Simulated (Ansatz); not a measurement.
# CHBSi: the cost of one run

The runs use Ansatz 0.2.0, Gaussian basis; cc-pVTZ, core rule «outside noble gas», up to 7 orbitals frozen.

Plan: UHF; CCSD(T) on RHF; CCSD(T) on UHF; BCCD(T) on RHF; CCSDT(Q) on RHF.

## Step 1: The system

The geometry is a PBE0/def2-TZVP stationary point (not a proven minimum).

4 atoms, charge 0, spin multiplicity 1.

Atoms are counted from 1 here; the program's logs count them from 0.

Bond lengths: B1–Si2 1.815 Å, B1–C3 1.407 Å, Si2–C3 1.732 Å, Si2–H4 1.493 Å. Angles: Si2–B1–C3 63.6°, B1–Si2–C3 46.7°, B1–Si2–H4 165.7°, C3–Si2–H4 147.6°, B1–C3–Si2 69.8°.

Coordinates:

```mol
CHBSi
  3D, bonds by distance, orders not assigned

  4  4  0  0  0  0  0  0  0  0999 V2000
    0.0000    0.7156    0.9924 B   0  0
    0.0000    0.0255   -0.6858 Si  0  0
    0.0000   -0.6882    0.8920 C   0  0
    0.0000   -0.1841   -2.1638 H   0  0
  1  2  8  0
  1  3  8  0
  2  3  8  0
  2  4  8  0
M  END
```

In the tables R marks a restricted determinant and U an unrestricted one; correlation energies count from the lowest restricted Hartree-Fock solution.

## Step 2: UHF

The input, in.yaml:

```yaml
crystal:
  periodic: [false, false, false]
  atoms:
    - {symbol: B, position_ang: [0.000000, 0.715616, 0.992391]}
    - {symbol: Si, position_ang: [0.000000, 0.025459, -0.685824]}
    - {symbol: C, position_ang: [0.000000, -0.688224, 0.892036]}
    - {symbol: H, position_ang: [0.000000, -0.184056, -2.163841]}
basis:
  gaussian: {orbitals: cc-pVTZ}
magnetization: {spin_polarized: true, initial_magnetization: 0}
hamiltonian: {xc: hf}
output: {orbitals: {seedname: orbitals}}
```

On the command line:

```sh
> ansatz run in.yaml --threads 1 --pin off --events-out ev --progress --plain --max-ram 4096MiB --backend cpu
```

Q: Estimate wall time and peak memory on 1 thread of AMD EPYC 7R13, shared host.

About 5.5 s, with a peak of 0.25 GiB.
